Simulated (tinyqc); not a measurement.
G0W0 on RHF in the sto-3g basis, for H2O, spin multiplicity 1, step by step. One step of it, computed by the program tinyqc.

Problem. Iteration 8 (converged): orbitals. Diagonalise F' = X^T F X, C = X C', fill 5 alpha and 5 beta electrons from the bottom; D = 2 C_occ C_occ^T. Each column has its largest component positive (the first on a tie).

converged F (hartree), order 1O 1s, 1O 2s, 1O 2px, 1O 2py, 1O 2pz, 2H 1s, 3H 1s:
```
[[-20.264903, -5.165183, 0.000000, -0.000287, -0.024802, -0.819381, -0.788593],
 [-5.165183, -2.410298, 0.000000, -0.002809, -0.070467, -0.778928, -0.757776],
 [0.000000, 0.000000, -0.391297, 0.000000, 0.000000, 0.000000, 0.000000],
 [-0.000287, -0.002809, 0.000000, -0.223310, -0.003454, -0.343162, 0.337846],
 [-0.024802, -0.070467, 0.000000, -0.003454, -0.265350, -0.335125, -0.330696],
 [-0.819381, -0.778928, 0.000000, -0.343162, -0.335125, -0.406184, -0.253483],
 [-0.788593, -0.757776, 0.000000, 0.337846, -0.330696, -0.253483, -0.391827]]
```

X, order 1O 1s, 1O 2s, 1O 2px, 1O 2py, 1O 2pz, 2H 1s, 3H 1s:
```
[[1.023519, -0.135730, 0.000000, -0.000201, -0.007384, 0.018505, 0.018050],
 [-0.135730, 1.144947, 0.000000, 0.002430, 0.069953, -0.213718, -0.205563],
 [0.000000, 0.000000, 1.000000, 0.000000, 0.000000, 0.000000, 0.000000],
 [-0.000201, 0.002430, 0.000000, 1.063208, 0.001210, -0.164676, 0.160635],
 [-0.007384, 0.069953, 0.000000, 0.001210, 1.039777, -0.121548, -0.117783],
 [0.018505, -0.213718, 0.000000, -0.164676, -0.121548, 1.123274, -0.066619],
 [0.018050, -0.205563, 0.000000, 0.160635, -0.117783, -0.066619, 1.116914]]
```

Give: F' = X^T F X; orbital energies; coefficients C; D after iteration 8.

Solution.

F' = X^T F X (hartree):
```
[[-19.8912, -2.6823, 0.0000, -0.0006, -0.0534, -0.0888, -0.0817],
 [-2.6823, -1.3312, 0.0000, 0.0019, 0.1018, -0.3904, -0.3778],
 [0.0000, 0.0000, -0.3913, 0.0000, 0.0000, 0.0000, 0.0000],
 [-0.0006, 0.0019, 0.0000, -0.0246, -0.0006, -0.3838, 0.3781],
 [-0.0534, 0.1018, 0.0000, -0.0006, -0.1344, -0.3082, -0.3026],
 [-0.0888, -0.3904, 0.0000, -0.3838, -0.3082, -0.0255, -0.0732],
 [-0.0817, -0.3778, 0.0000, 0.3781, -0.3026, -0.0732, -0.0283]]
```

orbital energies (hartree): [-20.2731, -1.2062, -0.5291, -0.4450, -0.3913, 0.4668, 0.5513]

coefficients C, order 1O 1s, 1O 2s, 1O 2px, 1O 2py, 1O 2pz, 2H 1s, 3H 1s:
```
[[0.9945, -0.2402, 0.0037, 0.0938, 0.0000, -0.1055, -0.0094],
 [0.0237, 0.8940, -0.0195, -0.4773, 0.0000, 0.6250, 0.0589],
 [0.0000, 0.0000, 0.0000, 0.0000, 1.0000, 0.0000, 0.0000],
 [0.0001, 0.0029, 0.6187, -0.0147, 0.0000, -0.0679, 0.8920],
 [0.0031, 0.0821, 0.0180, 0.7268, 0.0000, 0.7587, 0.0613],
 [-0.0044, 0.1426, 0.4611, 0.3300, 0.0000, -0.6359, -0.7796],
 [-0.0043, 0.1376, -0.4482, 0.3543, 0.0000, -0.7402, 0.6640]]
```

D after iteration 8, order 1O 1s, 1O 2s, 1O 2px, 1O 2py, 1O 2pz, 2H 1s, 3H 1s:
```
[[2.1110, -0.4720, 0.0000, 0.0006, 0.1031, -0.0120, -0.0115],
 [-0.4720, 2.0561, 0.0000, -0.0048, -0.5475, -0.0783, -0.0749],
 [0.0000, 0.0000, 2.0000, 0.0000, 0.0000, 0.0000, 0.0000],
 [0.0006, -0.0048, 0.0000, 0.7660, 0.0013, 0.5617, -0.5642],
 [0.1031, -0.5475, 0.0000, 0.0013, 1.0707, 0.5197, 0.5214],
 [-0.0120, -0.0783, 0.0000, 0.5617, 0.5197, 0.6838, -0.1402],
 [-0.0115, -0.0749, 0.0000, -0.5642, 0.5214, -0.1402, 0.6906]]
```
